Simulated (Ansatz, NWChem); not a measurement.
# From Ansatz to NWChem

This Ansatz 0.2.0 job computes C3H6F2 (1,3-difluoropropane):

input.yaml:
```yaml
crystal:
  periodic: [false, false, false]
  atoms:
    - {symbol: F, position_ang: [-1.964400, 1.432700, -0.107100]}
    - {symbol: C, position_ang: [-0.715300, 1.000700, 0.300600]}
    - {symbol: C, position_ang: [-0.375000, -0.298800, -0.387800]}
    - {symbol: C, position_ang: [0.967500, -0.838200, 0.034700]}
    - {symbol: F, position_ang: [1.975600, 0.040200, -0.331200]}
    - {symbol: H, position_ang: [-0.744500, 0.875300, 1.388600]}
    - {symbol: H, position_ang: [0.008000, 1.781800, 0.054100]}
    - {symbol: H, position_ang: [-0.388200, -0.154300, -1.471600]}
    - {symbol: H, position_ang: [-1.138100, -1.046200, -0.147100]}
    - {symbol: H, position_ang: [1.026200, -0.968100, 1.120800]}
    - {symbol: H, position_ang: [1.173400, -1.798000, -0.445900]}
basis:
  gaussian:
    orbitals: def2-SVP
output: {forces: true, orbitals: {seedname: orbitals}}
accuracy: high
hamiltonian:
  xc: pbe0
```

```bash
$ ansatz run input.yaml --threads 1 --pin off --max-ram 2610MiB --events-out events.jsonl --progress --plain --runs-dir runs
```

Geometry: relaxed at PBE0-D4/def2-TZVP. This is one conformer, not always the lowest.

It gives a total energy of -317.029516 Eh.

**Question.** How is this level of theory, on these atoms, set up in NWChem 7.3.0 as an input file of the program's own?

**Answer.** One way, which was run:

c3h6f2.nw:
```
start c3h6f2
title "C3H6F2 gradient"
memory total 2200 mb
charge 0

geometry noautosym nocenter noautoz
   F    -1.964400    1.432700   -0.107100
   C    -0.715300    1.000700    0.300600
   C    -0.375000   -0.298800   -0.387800
   C     0.967500   -0.838200    0.034700
   F     1.975600    0.040200   -0.331200
   H    -0.744500    0.875300    1.388600
   H     0.008000    1.781800    0.054100
   H    -0.388200   -0.154300   -1.471600
   H    -1.138100   -1.046200   -0.147100
   H     1.026200   -0.968100    1.120800
   H     1.173400   -1.798000   -0.445900
end

basis spherical bse
   * library def2-SVP
end

dft
   xc pbe0
   grid fine
   convergence energy 1e-08
   iterations 100
   mulliken
end

task dft gradient
```

```bash
$ nwchem c3h6f2.nw > c3h6f2.out
```

Its energy is -317.029516 Eh, 0.000 mEh from the first.
